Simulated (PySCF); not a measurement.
B3LYP has the VWN-RPA correlation part, as in Gaussian. Delta-SCF ions had no search for a lower state. Excitations are Tamm–Dancoff values on a coarser integration grid. The basis has no diffuse functions, so Rydberg states are missing or too high.

## C$_{2}$H$_{6}$O, SMILES `COC` (charge 0, multiplicity 1)

The numbers are results of PySCF with B3LYP-D3(BJ)/def2-TZVP // PBE0-D3(BJ)/def2-SVP, not measurements.

| Quantity | Result |
|---|---|
| HOMO | -7.21 eV |
| dipole moment | 1.16 D |
| HOMO–LUMO gap | 8.23 eV |
| LUMO | 1.02 eV |
| S1 excitation (TDA) | 7.14 eV |
| S1 oscillator strength | 0.066 |
| brightest of the four lowest singlets (TDA) | 7.14 eV |
| T1 excitation (TDA) | 6.89 eV |
| S1–T1 gap (TDA) | 0.26 eV |
| vertical ionisation energy (Delta-SCF) | 9.96 eV |
| total energy | -4220.48 eV |
| cost | very roughly 40 core-seconds |

```xyz
9

C      1.1226     0.0978    -0.2817
O     -0.0429    -0.6166    -0.5386
C     -1.1281    -0.1772     0.2124
H      1.0123     1.1767    -0.5158
H      1.4383     0.0162     0.7788
H      1.9225    -0.3135    -0.9137
H     -0.9496    -0.2756     1.3030
H     -1.9995    -0.7928    -0.0527
H     -1.3756     0.8850     0.0084
```
